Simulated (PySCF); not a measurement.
## Working out the ionisation energy of Al

Al [Ne] 3s2 3p1 (2P) → Al⁺ [Ne] 3s2 (1S). Calculation: PySCF 2.14, in aug-cc-pV(D+d)Z (5s4p3d, 32 functions); the non-relativistic Hamiltonian (point nucleus). Frozen: [Ne]. Energies in hartree (1 hartree = 27.21139 eV):

| part | Al (lower) | Al⁺ (upper) |
| --- | --- | --- |
| UHF | -241.874285 | -241.668532 |
| CCSD correlation | -0.048295 | -0.038790 |
| (T) | -0.000818 | 0.000000 |

Problem. What does Hartree-Fock give?

Solution. (-241.668532) − (-241.874285) = 0.205753 hartree = 5.599 eV.

Problem. What do CCSD and CCSD(T) give?

Solution. The CCSD correlation energies differ by 0.009505 hartree = 0.259 eV and the triples by 0.000818 hartree = 0.022 eV, so CCSD gives 5.858 eV and CCSD(T) 5.880 eV.

Measured between the centres of the two terms (NIST): 5.977 eV, so CCSD(T) (valence) is off by -0.097 eV.

What remains against the reference includes basis incompleteness, the frozen core and higher excitations.
